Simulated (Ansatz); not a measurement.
Geometry optimisation, RKS PBE/def2-SVP (Ansatz 0.2.0).

input.yaml

```yaml
crystal:
  periodic: [false, false, false]
  atoms:
    - { symbol: Al, position_ang: [-1.21229, 1.30765, -1.39382] }
    - { symbol: Al, position_ang: [0.14444, 0.69286, 0.69217] }
    - { symbol: S, position_ang: [0.76578, -1.71318, 0.37496] }
    - { symbol: H, position_ang: [-1.15338, -0.08406, -2.13437] }
    - { symbol: H, position_ang: [-1.94339, 2.56857, -1.93381] }
    - { symbol: H, position_ang: [0.89251, 0.75206, 2.06268] }
    - { symbol: H, position_ang: [2.05396, -1.50066, 0.68873] }
    - { symbol: H, position_ang: [-0.43606, 1.95889, 1.34926] }
total_charge: 1
basis:
  gaussian: { orbitals: def2-SVP }
hamiltonian:
  xc: pbe
relax:
  f_tol: 0.02
  max_steps: 50
output:
  orbitals: {}
```

Launched with:

```bash
$ ansatz run input.yaml --threads 1 --pin off --max-ram 2048MiB --backend cpu --events-out ev --progress --plain --runs-dir out
```

Question: Where does it end, and by what steps?

Answer: The run converged. The force dipped under the threshold on the way, but the program's further checks kept it going. Limits of this set-up: the dipole of an ion depends on the origin. After 28 steps the energy has fallen by 3.690 eV; H8 moved furthest, 1.82 Å. Parted: Al1–Al2. Joined: Al1–H8.

```tsv
step	energy less start (eV)	largest force component (eV/Å)	accepted
0	0.0000	3.498	yes
1	-1.0542	1.249	yes
2	-1.6430	2.058	yes
3	-2.2062	1.825	yes
4	-2.7403	1.469	yes
5	-3.1744	1.045	yes
6	-3.3894	0.700	yes
7	-3.5789	0.244	yes
8	-3.6423	0.353	yes
9	-3.6416	0.259	no
10	-3.6660	0.136	yes
11	-3.6750	0.055	yes
12	-3.6768	0.132	yes
13	-3.6842	0.122	yes
14	-3.6852	0.056	yes
15	-3.6864	0.034	yes
16	-3.6870	0.049	yes
17	-3.6874	0.057	yes
18	-3.6880	0.011	yes
19	-3.6882	0.019	yes
20	-3.6885	0.026	yes
21	-3.6886	0.024	yes
22	-3.6889	0.020	yes
23	-3.6889	0.050	yes
24	-3.6885	0.087	no
25	-3.6893	0.020	yes
26	-3.6884	0.071	no
27	-3.6896	0.009	yes
28	-3.6900	0.013	yes
```

```xyz
8
Properties=species:S:1:pos:R:3
Al -1.526 1.479 -1.440
Al 0.578 0.312 1.066
S 1.386 -1.486 0.198
H -2.045 0.212 -2.221
H -1.571 3.053 -1.364
H 0.597 1.238 2.338
H 2.186 -1.747 1.277
H -0.493 0.922 -0.149
```

Whether the end is a true minimum wasn't checked by a vibrational analysis.

The run took 62 s on 1 thread of Arm Neoverse V2, with other jobs on the host, peak memory 0.14 GiB.
